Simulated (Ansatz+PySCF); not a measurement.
The numbers below are computed, except where a source is named.
# Several solutions for triplet BNH2 in separate pieces

```yaml
atoms:
  - { symbol: N, position_ang: [0.0000, 0.0000, -0.1308] }
  - { symbol: H, position_ang: [0.0000, 0.0000, 0.9159] }
  - { symbol: B, position_ang: [30.0000, 0.0000, -0.7514] }
  - { symbol: H, position_ang: [30.0000, 0.0000, 3.7571] }
```

Basis set: 6-31G (spherical functions). Charge 0, multiplicity 3.

UHF was run from several starts with Ansatz (development build ahead of 0.2.0) and PySCF 2.14.0.

```json
{"run": "A", "program": "PySCF", "start": "guess 1e, instabilities followed", "converged": "yes", "energy (hartree)": "-79.92129", "<S²>": "3.00"}
{"run": "B", "program": "PySCF", "start": "guess huckel, instabilities followed", "converged": "yes", "energy (hartree)": "-79.96058", "<S²>": "3.01"}
{"run": "C", "program": "PySCF", "start": "guess atom, instabilities followed", "converged": "yes", "energy (hartree)": "-79.96058", "<S²>": "3.01"}
{"run": "D", "program": "Ansatz", "start": "atomic start, no search", "converged": "yes", "energy (hartree)": "-79.96058", "<S²>": "3.01"}
{"run": "E", "program": "PySCF", "start": "program defaults", "converged": "no", "energy (hartree)": "–", "<S²>": "–"}
{"run": "F", "program": "PySCF", "start": "guess minao, instabilities followed", "converged": "yes", "energy (hartree)": "-79.96058", "<S²>": "3.01"}
{"run": "G", "program": "Ansatz", "start": "stability test followed", "converged": "yes", "energy (hartree)": "-79.96058", "<S²>": "3.01"}
{"run": "H", "program": "Ansatz", "start": "search for the lowest state", "converged": "yes", "energy (hartree)": "-79.96058", "<S²>": "3.01"}
```

Task: Which runs reached the lowest solution of this kind, and what is wrong with the others?

Result: B, C, D, F, G, H reached the lowest solution found. Converged but too high: A by 1.07 eV. Convergence only shows a stationary point, and even a stable one can lie too high; stability tests and further starts are what find lower ones. Not converged: E. Caution: the unrestricted determinant is a mixture of spin states.
